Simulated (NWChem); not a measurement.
System: BeH, doublet; SMILES [BeH]

NWChem input:

```
start job
memory heap 200 mb stack 900 mb global 1100 mb
geometry units angstroms noautoz
  Be     0.000000     0.000000     0.281297
  H      0.000000     0.000000    -1.068599
end
basis spherical
  Be library def2-tzvp
  H library def2-tzvp
end
dft
  odft
  mult 2
  xc r2scan0
  iterations 150
  mulliken
end
task dft energy
```

Excerpt of the output:

```
             Northwest Computational Chemistry Package (NWChem) 7.3.0
             --------------------------------------------------------

 ORDER OF PRIMARY AXIS IS BEING SET TO 4
 C4V symmetry detected

                             Geometry "geometry" -> ""
                             -------------------------

 Output coordinates in angstroms (scale by  1.889725989 to convert to a.u.)

  No.       Tag          Charge          X              Y              Z
 ---- ---------------- ---------- -------------- -------------- --------------
    1 Be                   4.0000     0.00000000     0.00000000     0.26997920
    2 H                    1.0000     0.00000000     0.00000000    -1.07991680

 Effective nuclear repulsion energy (a.u.)       1.5680533878

      Symmetry information
      --------------------

 Group name             C4v
 Group number             18
 Group order               8
 No. of unique centers     2

                                 NWChem DFT Module
                                 -----------------

 Summary of "ao basis" -> "ao basis" (spherical)
 ------------------------------------------------------------------------------
       Tag                 Description            Shells   Functions and Types
 ---------------- ------------------------------  ------  ---------------------
 Be                        def2-tzvp                 9       19   5s3p1d
 H                         def2-tzvp                 4        6   3s1p

      Symmetry analysis of basis
      --------------------------

        a1         13
        a2          0
        b1          1
        b2          1
        e          10

            General Information
            -------------------
          SCF calculation type: DFT
          Wavefunction type:  spin polarized.
          No. of atoms     :     2
          No. of electrons :     5
           Alpha electrons :     3
            Beta electrons :     2
          Charge           :     0
          Spin multiplicity:     2
          Use of symmetry is: on ; symmetry adaption is: on
          Maximum number of iterations: 150
          AO basis - number of functions:    25
                     number of shells:    13
          Convergence on energy requested:  1.00D-06
          Convergence on density requested:  1.00D-05
          Convergence on gradient requested:  5.00D-04

              XC Information
              --------------
                     r^2SCAN0 Method XC Functional
                     Hartree-Fock (Exact) Exchange  0.250
               r^2SCAN metaGGA Exchange Functional  0.750
                     r^2SCAN Correlation Potential  1.000

             Grid Information
             ----------------
          Grid used for XC integration:  medium
          Radial quadrature: Mura-Knowles
          Angular quadrature: Lebedev.
          Tag              B.-S. Rad. Rad. Pts. Rad. Cut. Ang. Pts.
          ---              ---------- --------- --------- ---------
          Be                  1.05       49           8.0       434
          H                   0.35       45           8.0       434
          Grid pruning is: on
          Number of quadrature shells:    94
          Spatial weights used:  Erf1

      Superposition of Atomic Density Guess
      -------------------------------------

 Sum of atomic energies:         -15.07238907

      Non-variational initial energy
      ------------------------------

 Total energy =     -15.094124
 1-e energy   =     -22.570173
 2-e energy   =       5.907996
 HOMO         =      -0.106410
 LUMO         =       0.046889

   Symmetry analysis of molecular orbitals - initial alpha
   -------------------------------------------------------

 !! scf_movecs_sym_adapt:    2 vectors were symmetry contaminated

  Symmetry fudging

 !! scf_movecs_sym_adapt:    2 vectors were symmetry contaminated

  Numbering of irreducible representations:

     1 a1          2 a2          3 b1          4 b2          5 e

  Orbital symmetries:

     1 a1          2 a1          3 a1          4 e           5 e
     6 a1          7 a1          8 a1          9 e          10 e
    11 a1         12 e          13 e

   Symmetry analysis of molecular orbitals - initial beta
   ------------------------------------------------------

 !! scf_movecs_sym_adapt:    2 vectors were symmetry contaminated

  Symmetry fudging

 !! scf_movecs_sym_adapt:    2 vectors were symmetry contaminated

  Numbering of irreducible representations:

     1 a1          2 a2          3 b1          4 b2          5 e

  Orbital symmetries:

     1 a1          2 a1          3 a1          4 e           5 e
     6 a1          7 a1          8 a1          9 e          10 e
    11 a1         12 e          13 e

     ---------------------------------------------
      Total Density - Mulliken Population Analysis
     ---------------------------------------------

    Atom       Charge   Shell Charges
 -----------   ------   -------------------------------------------------------
    1 Be   4     3.94   1.02  0.96  0.64  0.70  0.17  0.28  0.00  0.15  0.02
    2 H    1     1.06   0.22  0.54  0.29  0.01

     --------------------------------------------
      Spin Density - Mulliken Population Analysis
     --------------------------------------------

    Atom       Charge   Shell Charges
 -----------   ------   -------------------------------------------------------
    1 Be   4     0.79   0.00 -0.01  0.11  0.23  0.11  0.19  0.00  0.14  0.01
    2 H    1     0.21   0.05  0.11  0.06 -0.00

   convergence    iter        energy       DeltaE   RMS-Dens  Diis-err
 ---------------- ----- ----------------- --------- --------- ---------
 d= 0,ls=0.0,diis     1    -15.2207579401 -1.68D+01  1.16D-02  1.11D-02
                                                     4.60D-03  7.40D-03
 d= 0,ls=0.0,diis     2    -15.2412881181 -2.05D-02  2.84D-03  8.37D-04
                                                     1.40D-03  4.80D-04
 d= 0,ls=0.0,diis     3    -15.2427342477 -1.45D-03  6.34D-04  3.56D-05
                                                     5.27D-04  7.41D-05
 d= 0,ls=0.0,diis     4    -15.2428900307 -1.56D-04  3.64D-04  1.40D-05
                                                     2.39D-04  5.78D-06
 d= 0,ls=0.0,diis     5    -15.2429199654 -2.99D-05  7.82D-05  7.71D-07
                                                     1.03D-04  1.16D-06
  Resetting Diis
 d= 0,ls=0.0,diis     6    -15.2429225386 -2.57D-06  2.23D-05  8.80D-08
                                                     1.44D-05  1.09D-08
 d= 0,ls=0.0,diis     7    -15.2429226297 -9.11D-08  2.38D-06  4.70D-10
                                                     1.78D-06  6.91D-10

         Total DFT energy =      -15.242922629749
      One electron energy =      -22.778781672408
           Coulomb energy =        9.137101641488
    Exchange-Corr. energy =       -3.169295986645
 Nuclear repulsion energy =        1.568053387816

 Numeric. integr. density =        5.000000441544

                  Occupations of the irreducible representations
                  ----------------------------------------------

                     irrep           alpha         beta
                     --------     --------     --------
                     a1                3.0          2.0
                     a2                0.0          0.0
                     b1                0.0          0.0
                     b2                0.0          0.0
                     e                 0.0          0.0

                    DFT Final Alpha Molecular Orbital Analysis
                    ------------------------------------------

 Vector    1  Occ=1.000000D+00  E=-4.162855D+00  Symmetry=a1
              MO Center=  3.0D-22,  5.4D-22,  2.7D-01, r^2= 6.6D-02
   Bfn.  Coefficient  Atom+Function         Bfn.  Coefficient  Atom+Function
  ----- ------------  ---------------      ----- ------------  ---------------
     1      0.545505  1 Be s                  2      0.534256  1 Be s
     3      0.025391  1 Be s

 Vector    2  Occ=1.000000D+00  E=-3.656777D-01  Symmetry=a1
              MO Center=  1.7D-15, -1.3D-15, -7.0D-01, r^2= 1.2D+00
   Bfn.  Coefficient  Atom+Function         Bfn.  Coefficient  Atom+Function
  ----- ------------  ---------------      ----- ------------  ---------------
     3      0.304963  1 Be s                 21      0.298753  2 H  s
     4      0.219179  1 Be s                 20      0.178178  2 H  s
     8      0.175829  1 Be pz                22      0.157044  2 H  s
     2     -0.146616  1 Be s                  1     -0.084498  1 Be s
    17      0.037047  1 Be d  0

 Vector    3  Occ=1.000000D+00  E=-2.154413D-01  Symmetry=a1
              MO Center= -8.0D-15, -9.8D-16,  8.4D-01, r^2= 2.1D+00
   Bfn.  Coefficient  Atom+Function         Bfn.  Coefficient  Atom+Function
  ----- ------------  ---------------      ----- ------------  ---------------
     4      0.452144  1 Be s                  8     -0.443317  1 Be pz
     3      0.313519  1 Be s                 14      0.218407  1 Be pz
     2     -0.134588  1 Be s                 21     -0.135239  2 H  s
    22     -0.130524  2 H  s                  5      0.083934  1 Be s
    20     -0.083811  2 H  s                  1     -0.072574  1 Be s

 Vector    4  Occ=0.000000D+00  E=-4.109312D-02  Symmetry=e
              MO Center= -1.8D-17,  2.5D-15,  3.2D-01, r^2= 3.4D+00
   Bfn.  Coefficient  Atom+Function         Bfn.  Coefficient  Atom+Function
  ----- ------------  ---------------      ----- ------------  ---------------
    13      0.597226  1 Be py                 7     -0.497146  1 Be py
    12      0.093793  1 Be px                 6     -0.078076  1 Be px
    16      0.039928  1 Be d -1              10      0.027915  1 Be py

[...]
```

Level: r2SCAN0/def2-TZVP, spin-unrestricted. All runs use the structure optimised with B3LYP/6-31G* (spherical d), spin-unrestricted. This spin state was assumed; another may lie lower. No stability test was run on the SCF state.
